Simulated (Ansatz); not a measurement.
```yaml
crystal:
  periodic: [false, false, false]
  atoms:
    - {symbol: Mo, position_ang: [0.000067, -0.000066, -0.046911]}
    - {symbol: N, position_ang: [1.773233, 0.009957, 0.109631]}
    - {symbol: N, position_ang: [-0.895336, 1.531046, 0.103665]}
    - {symbol: N, position_ang: [-0.878358, -1.540550, 0.108021]}
basis:
  gaussian: {orbitals: def2-TZVP}
magnetization: {spin_polarized: true, initial_magnetization: 5}
hamiltonian: {xc: pbe0}
relax: {f_tol: 0.004, max_steps: 80}
```

```sh
$ ansatz run in.yaml --threads 1 --pin off --events-out ev --progress --plain --max-ram 2176MiB
```

Steps of the relaxation (energy above the last step; positions in Å, forces in eV/Å):

```
4
step 1, 30.1 meV
Mo    0.000    0.000   -0.047    0.000    0.000   -0.144
N     1.773    0.010    0.110    0.748    0.004    0.049
N    -0.895    1.531    0.104   -0.378    0.646    0.047
N    -0.878   -1.541    0.108   -0.370   -0.650    0.049
```

```
4
step 2, 1.2 meV
Mo    0.000    0.000    0.031    0.000    0.000    0.009
N     1.798    0.010    0.084    0.127    0.001   -0.003
N    -0.908    1.553    0.078   -0.064    0.110   -0.003
N    -0.891   -1.562    0.082   -0.063   -0.110   -0.003
```

```
4
step 3, 35.4 meV
Mo    0.000    0.000    0.229    0.000    0.000   -0.348
N     1.814    0.010    0.018   -0.678   -0.004    0.115
N    -0.916    1.566    0.012    0.342   -0.585    0.117
N    -0.898   -1.576    0.016    0.336    0.589    0.116
```

```
4
step 5, 0.0 meV
Mo    0.000    0.000    0.068    0.000    0.000    0.000
N     1.803    0.010    0.071    0.000    0.000    0.000
N    -0.910    1.557    0.065    0.000    0.000    0.000
N    -0.893   -1.566    0.070    0.000    0.000    0.000
```

Close pairs at the end: Mo1–N3 1.803 Å, Mo1–N4 1.803 Å, Mo1–N2 1.803 Å.

A stationary point of unrestricted PBE0 after 5 steps, with ⟨S²⟩ = 9.000 against 8.75 for a pure state; no frequencies were run, so it isn't proven a minimum. 69 s on 1 thread of Intel Xeon Platinum 8259CL, shared host.
